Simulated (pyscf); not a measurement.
Optimised with ωB97X-D3(BJ)/def2-SVP in PySCF.

Estimate the classical barrier height and the reaction energy of H₃C–SiH₃ + Cl• → H₃Si–CH₂–Cl + H• at ωB97M-D3(BJ)/def2-TZVP. The step runs on the doublet surface, breaks C–H and forms C–Cl; take the separated reactants as zero.

ΔE‡ = 169.2 kJ/mol, ΔE = +106.4 kJ/mol. Zero-point energy shifts the barrier by -15.6 kJ/mol. It is a substitution at C, with an imaginary mode of 1244i cm⁻¹. This saddle turned up in a search for another step; its sides and bond changes are read from the two ends of the descent. The same reactants have a lower exit, to •H₂C–SiH₃ + HCl (barrier +18.2 kJ/mol at ωB97M-D3(BJ)/def2-TZVP, against +169.2 kJ/mol here). H₃Si–CH₂–Cl lies 179.6 kJ/mol over its isomer H₃C–SiH₂–Cl (electronic energy, ωB97M-D3(BJ)/def2-TZVP). One saddle was located; it need not be the lowest between these sides. The angle at the attacked C is 178°. Left out: the spin-orbit lowering of Cl.
